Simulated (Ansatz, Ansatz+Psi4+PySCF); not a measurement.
```yaml
atoms:
  - { symbol: Si, position_ang: [0.0000, 0.0000, 1.1777] }
  - { symbol: Si, position_ang: [0.0000, 0.0000, -1.1777] }
  - { symbol: H, position_ang: [0.0000, 1.3933, 1.6960] }
  - { symbol: H, position_ang: [-1.2066, -0.6966, 1.6960] }
  - { symbol: H, position_ang: [1.2066, -0.6966, 1.6960] }
  - { symbol: H, position_ang: [0.0000, -1.3933, -1.6960] }
  - { symbol: H, position_ang: [-1.2066, 0.6966, -1.6960] }
  - { symbol: H, position_ang: [1.2066, 0.6966, -1.6960] }
```

Basis set: cc-pVTZ on H; cc-pV(T+d)Z on Si (spherical functions). Frozen core: 10 orbitals. Charge 0, multiplicity 1.

Computed with Ansatz (development build ahead of 0.2.0); each method stands on the lowest determinant of its kind that the runs found. Restricted open shells among the atoms or ions are ROHF, correlated in semicanonical orbitals with singles.

**Question.** Give the atomization energy at this shape (free ground-state atoms in the same class of orbitals less the molecule, no zero-point energy) of singlet Si₂H₆ by RHF-MP2, RHF.

**Answer.**

| method | atomization energy |
| --- | --- |
| RHF-MP2 | 22.20 eV |
| RHF | 18.31 eV |
